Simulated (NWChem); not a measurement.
A series in which one site is exchanged, each optimised at PBE0/def2-SVP with NWChem, gas phase unless a solvent is named. def2 effective core potentials on I; no spin-orbit coupling.

A: Cl (HCl; site = Cl)
B: I (HI; site = I)
C: F (HF; site = F)

Values for A:

- dipole (D), PBE0/def2-SVP: 1.38
- vertical ionisation energy, ΔSCF, PBE/def2-SVP (eV): 12.55
- static polarisability, PBE/def2-SVPD (bohr³): 17.8
- lowest singlet excitation, PBE/def2-SVPD, TDA (eV): 7.38

Task: How do these values change for the other members?

Result: 
```json
[
 {"change from A": "dipole (D), PBE0/def2-SVP", "B": "-0.72", "C": "+0.48"},
 {"change from A": "vertical ionisation energy, ΔSCF, PBE/def2-SVP (eV)", "B": "-2.04", "C": "+3.30"},
 {"change from A": "static polarisability, PBE/def2-SVPD (bohr³)", "B": "+19.5", "C": "-11.9"},
 {"change from A": "lowest singlet excitation, PBE/def2-SVPD, TDA (eV)", "B": "-2.13", "C": "+2.10"}
]
```
